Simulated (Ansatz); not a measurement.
Input for Ansatz (development build ahead of 0.2.0):

```yaml
crystal:
  periodic: [false, false, false]
  atoms:
    - { symbol: S, position_ang: [-0.0007, 0.00994, 1.19017] }
    - { symbol: C, position_ang: [-0.00479, 1.23474, 0.0057] }
    - { symbol: C, position_ang: [-0.00877, -1.23934, -0.00523] }
    - { symbol: C, position_ang: [-0.00534, 0.70356, -1.26927] }
    - { symbol: C, position_ang: [-0.00015, -0.70244, -1.27245] }
    - { symbol: H, position_ang: [-0.00702, 2.27675, 0.29583] }
    - { symbol: H, position_ang: [-0.00506, -2.27733, 0.28696] }
    - { symbol: H, position_ang: [0.00791, 1.32622, -2.16566] }
    - { symbol: H, position_ang: [-0.00815, -1.32501, -2.1775] }
basis:
  gaussian: { orbitals: STO-3G }
hamiltonian:
  xc: hf
correlation:
  method: mp2
  frozen_orbitals: { C: 1, H: 0, S: 5 }
```

The input is written out in the form of the current development build from the run's settings.

Results

| Item | Value |
| --- | --- |
| Converged | yes |
| Reference energy | -545.08569 hartree |
| Correlation energy | -0.27338 hartree |
| Total energy | -545.35907 hartree |
| Spin squared of the determinant | 0.000 |
